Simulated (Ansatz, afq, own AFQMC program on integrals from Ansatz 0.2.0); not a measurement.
Two steps: Ansatz 0.2.0 writes the Fock matrix and Cholesky factors of the valence space, and afq projects on them the lowest state that overlaps trial and start.

```yaml
crystal:
  periodic: [false, false, false]
  atoms:
    - {symbol: Br, position_ang: [0.000000, 0.000000, -1.786667]}
    - {symbol: H, position_ang: [0.000000, 0.000000, -0.042667]}
    - {symbol: Si, position_ang: [0.000000, 0.000000, 1.829333]}
basis:
  gaussian: {orbitals: cc-pVTZ}
magnetization: {spin_polarized: true, initial_magnetization: 2}
correlation: {method: ccsd_t, electrons: outside_noble_gas, hamiltonian_folder: ham}
```

```sh
$ ansatz run in.yaml --threads 1 --pin off --events-out ev --progress --plain --max-ram 24576MiB --backend cuda --devices 0, --max-vram 18GiB
```

afq runs on the folder ham with

```
--method phaseless --trial hf --walkers 2700 --populations 20 --least-time 40 --time-step 0.005 --steps-per-block 20 --equilibration-blocks 112 --max-blocks 4000 --target-error 0.001050 --factor-cut 1e-05 --start spin_pure --seed 8202 --taylor-order 6
```

Times are imaginary, in 1/Eh. The walk had a cap of 97 s. With eight or more populations the least sampling time is a fifth of least-time, and the error comes from their spread. Filled inner d shells are frozen with the cores.

afq prints:

```
orbitals 72  electrons 7 5  factors 490 of 563
reference energy -2861.87947779 Eh
CCSD correlation -0.27650496 Eh in 13 cycles, weight of the determinant in the CISD state 0.8516
energy of the start -2861.880687 Eh
 block  time / (1/Eh)  mean weight  energy / Eh
     1     0.100  1.0009  -2861.937149
     2     0.200  1.0018  -2861.978591
     3     0.300  1.0019  -2862.011655
     4     0.400  1.0013  -2862.037289
     5     0.500  1.0013  -2862.059251
    10     1.000  1.0008  -2862.117005
    31     3.100  0.9998  -2862.161150
    56     5.600  1.0000  -2862.169735
    81     8.100  0.9999  -2862.168802
   106    10.600  1.0003  -2862.165778
   131    13.100  1.0003  -2862.170479
   136    13.600  1.0002  -2862.171855
   156    15.600  1.0000  -2862.162772
   171    17.100  0.9997  -2862.154315
   181    18.100  1.0005  -2862.160207
   206    20.600  1.0002  -2862.163515
   221    22.100  0.9992  -2862.157559
error from the spread of 20 populations
energy -2862.164316 +/- 0.000935 Eh
(rows thinned)
```

The run passed its tests (sampling time, drift between the halves within three errors, error under three times the target), which doesn't prove that it has relaxed. The second half of the sampling lies above the first by 3.0 errors of their difference, so the energy may still be moving and its error bar be too small.

Against this walk (error 25.4 meV) on the same determinant: CCSD(T) 76.9 meV lower, CCSDT(Q) 132.2 meV lower, a separate phaseless walk with a CISD trial and standard settings 113.6 ± 25.8 meV lower. The error is statistical and leaves out the bias of the constraint. CCSDT(Q) is the surest value here, so the walk's 132 meV above it is most likely the bias of the constraint with this trial, which can have either sign.

Cautions: constraint bias not in the error; no relativity below Rb; no spin-orbit coupling; inner d shell frozen; lower spins were not checked; unrestricted determinant slightly spin contaminated (⟨S²⟩ 2.05 against 2.00).

The walk took 21 s on 1 × NVIDIA H100 80GB HBM3 with 2 threads of AMD EPYC 7R13 Processor (Zen 3) (shared host) (the card was shared). The log's last line is the phaseless energy.

CCSDT and higher add their correlation energy to the determinant of the CCSD(T) run, since their own runs factorise the integrals more tightly (a shift of under 2 meV). A walk keeps the symmetry of its determinant, which the program's search chose and which needn't be the lowest solution, so a lower state of the same spin and another symmetry isn't excluded.
